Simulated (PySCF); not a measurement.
Parent: `[F:1][P:2]([F:3])[PH2:4]` with F1–P2–P4–H 174° and 81°, F2H2P2.

Method: PBE0-D3(BJ)/def2-SVP geometry optimisation, gas phase in PySCF. One conformer each, not checked by frequencies here.

| coordinate of the parent | value |
| --- | --- |
| F1–P2 | 1.614 Å |
| P2–F3 | 1.614 Å |
| P2–P4 | 2.239 Å |
| F1–P2–F3 | 99.0° |
| F1–P2–P4 | 96.0° |
| F3–P2–P4 | 96.2° |

Q: How does the shared frame change in `[F:1][P:2]([F:3])[F:4]`, PF3? Atoms pair as F1 = F1, P2 = P2, F3 = F3 (parent first).

A: 
```json
{"parent": "F1–P2", "relative": "F1–P2", "value in the relative": "1.596 Å", "change": "-0.018"}
{"parent": "P2–F3", "relative": "P2–F3", "value in the relative": "1.596 Å", "change": "-0.018"}
{"parent": "F1–P2–F3", "relative": "F1–P2–F3", "value in the relative": "97.3°", "change": "-1.7"}
```

Of the parent's bonds, F1–P2 and P2–F3 change most and about equally (-0.018 Å). Bonds of the relative outside the shared frame: P2–F4 1.596 Å.
